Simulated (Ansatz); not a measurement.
# Strength of the C–C bond: C6H14 → 2 C3H7

Species: C6H14 (2,3-dimethylbutane) `CC(C)C(C)C`, singlet; C3H7 (methylethyl) `C[CH]C`, doublet. 

Shapes, held fixed at every level: PBE0-D4/def2-TZVP. Flexible molecules stand in one conformer, not always the lowest. Programs: Ansatz 0.2.0. Electronic energies: no zero-point or thermal term.

Problem. Estimate ΔE of this reaction.

Solution. The highest level, CCSD(T)/CBS estimate, gives ΔE = +381.1 kJ/mol; the levels span +236.5 to +381.1. The column of differences is taken from that level and isn't an error. Hartree–Fock misses the correlation of the pair that is broken and comes out low. No measured value is set beside it here. Open shells run unrestricted. The CBS estimate extrapolates MP2 from def2-TZVPP and def2-QZVPP and adds CCSD(T) − MP2 in the triple-zeta set, cores frozen. CCSD(T)/CBS estimate lies outside the range of all other levels here, so it shouldn't be taken on trust.

```csv
level,kind,ΔE (kJ/mol),less CCSD(T)/CBS estimate
HF/def2-SVP,Hartree–Fock,+236.5,-144.6
B3LYP-D4/def2-TZVPP,global hybrid,+339.5,-41.6
r2SCAN0-D4/def2-TZVPP,global hybrid,+328.1,-53.0
wB97M-V/def2-TZVPP,range-separated hybrid,+372.0,-9.1
wB97X-V/def2-TZVPP,range-separated hybrid,+369.9,-11.2
B2PLYP/def2-TZVPP,double hybrid,+344.0,-37.1
CCSD(T)/def2-TZVPP,coupled cluster or CI,+375.4,-5.7
CCSD(T)/CBS estimate,coupled cluster or CI,+381.1,0.0
```
